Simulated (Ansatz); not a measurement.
We consider rutile MnO2, described by PBE (Ansatz, a quantum-chemistry and plane-wave program, plane waves, PAW).

Run with plane-wave cutoff 520 eV, 8×8×12 k mesh (along the axes of the cell as run), Fermi–Dirac smearing 0.01 eV, spin-polarised with opposed moments, scalar-relativistic PAW data made under PBE.

The cell is scaled about its equilibrium volume:

Shape and atoms are relaxed at each volume.

```tsv
V (Å³/atom)	P (GPa)	c (Å)	a (Å)
8.992	10.17	2.840	4.359
9.180	4.78	2.856	4.392
9.367	0.00	2.871	4.424
9.554	-4.25	2.886	4.457
9.742	-8.01	2.900	4.489
```

Note: the collinear magnetic order is the start's and need not be the measured one; this level leaves the solid without a gap, although one is measured.
